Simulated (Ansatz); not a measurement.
Several solutions for doublet PO

```yaml
atoms:
  - { symbol: P, position_ang: [0.0000, 0.0000, 0.0000] }
  - { symbol: O, position_ang: [0.0000, 0.0000, 2.9600] }
```

Basis set: def2-SVP (spherical functions). Charge 0, multiplicity 2.

PBE0 (unrestricted) was run from several starts with Ansatz (development build ahead of 0.2.0).

```json
{"run": "A", "program": "Ansatz", "start": "stability test followed", "converged": "yes", "energy (hartree)": "-415.93166", "<S²>": "2.56"}
{"run": "B", "program": "Ansatz", "start": "atomic start, no search", "converged": "yes", "energy (hartree)": "-415.93166", "<S²>": "2.56"}
{"run": "C", "program": "Ansatz", "start": "search for the lowest state", "converged": "yes", "energy (hartree)": "-415.95663", "<S²>": "2.58"}
```

(1) Which runs reached the lowest solution of this kind, and what is wrong with the others?

Results:

(1) C reached the lowest solution found. Converged but too high: A by 0.68 eV, B by 0.68 eV. Convergence only shows a stationary point, and even a stable one can lie too high; stability tests and further starts are what find lower ones. Caution: the unrestricted determinant is a mixture of spin states.
